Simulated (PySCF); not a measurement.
# Reproducing measurements on acetyl chloride

**What was measured.**

From NIST CCCBDB Release 22 (SRD 101), experimental dipoles, for the gas: dipole moment (dielectric constant against temperature) 2.72 D.

The results are set against them at the end.

Species: acetyl chloride, C2H3ClO.
Atom-mapped SMILES: `[CH3:1][C:2](=[O:3])[Cl:4]` (hydrogens: H5, H6, H7 on C1)

Structure used (GFN2-xTB), in Å, numbered top down from 1:
```
atom  x, y, z in Å
C1    -0.6808   -0.0643    0.0657
C2     0.7467    0.3060   -0.1161
O3     1.2168    1.3720   -0.3189
Cl4    1.8080   -1.1143    0.0064
H5    -1.3019    0.8240   -0.0204
H6    -0.8165   -0.5232    1.0428
H7    -0.9690   -0.7953   -0.6865
```

Runs made with PySCF (gas phase, on this GFN2-xTB geometry; no spin–orbit coupling):

```csv
level,job,basis functions
PBE0/pcSseg-1,"shieldings, charges and field gradients",90
CAM-B3LYP/def2-SVPD,"8 singlets by full TDDFT, 3 Tamm–Dancoff triplets, polarisability, density and orbital grids written",114
PBE0/def2-SVPD,"6 singlets by full TDDFT, 2 Tamm–Dancoff triplets, polarisability",114
PBE0/pcseg-1,spin–spin couplings from 6 perturbed nuclei,75
"BLYP/IGLO-III, start guess vsap",spin–spin couplings from 6 perturbed nuclei,179
```

**Comparison with experiment**

**Dipole moment.** Measured: 2.72 D (NIST CCCBDB Release 22 (SRD 101), experimental dipoles).

```
              level  computed (D)  computed − measured (D)  % (from the printed values)
      PBE0/pcSseg-1          2.90                    +0.18                           +7
CAM-B3LYP/def2-SVPD          2.88                    +0.16                           +6
     PBE0/def2-SVPD          2.85                    +0.13                           +5
       PBE0/pcseg-1          2.96                    +0.24                           +9
      BLYP/IGLO-III          2.67                    -0.05                           -2
```

Closest is BLYP/IGLO-III (-0.05 D), furthest PBE0/pcseg-1 (+0.24 D); one molecule doesn't rank methods. The computed dipoles belong to one fixed geometry; measured ones are averaged over vibrations unless marked μe. Magnitudes are compared, not signs.

The geometry is computed, not the measured one. Where a level misses, the cause wasn't examined.
